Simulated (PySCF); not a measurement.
# C4H4 (Methylenecyclopropene): the cost of one run

Computed with PySCF 2.14.0, with density-fitted response routines of our own, on a single molecule in the gas phase. Atoms are numbered from 0 throughout.

### 1 Starting geometry

8 atoms, charge 0, multiplicity 1; geometry from: MMFF94s. The atoms were then displaced at random by about 0.03 Å, so the start is not that level's minimum.

Bonds of the start (Å): C0–C1 1.39, C1–C2 1.42, C2–C3 1.32, C3–C1 1.27, C0–H4 1.01, C0–H5 1.13, C2–H6 1.01, C3–H7 1.08.

### 2 Geometry optimisation at PBE0-D3(BJ)/def2-SVP

Job settings and geometry (Å):

```
{"job": {"xc": "PBE0", "basis": "def2-SVP", "d3": "d3bj", "grid": 1, "shake": 0.03, "kind": "geom"}, "charge": 0, "multiplicity": 1}
C      1.483870    -0.050640     0.189840
C      0.105360    -0.011340     0.008790
C     -1.163640     0.622700    -0.034680
C     -0.948360    -0.662230    -0.269940
H      2.006020    -0.895970     0.038560
H      1.925490     0.962680     0.415110
H     -1.707540     1.462100     0.081490
H     -1.562980    -1.512940    -0.512870
```

Run with:

```console
$ OMP_NUM_THREADS=1 python probes_run.py task.json out
```

The driver reads the jobs from task.json and runs them one after another.

**Question.** How long does this first job take on 1 thread of Arm Neoverse V1, shared host?

About 11 s.
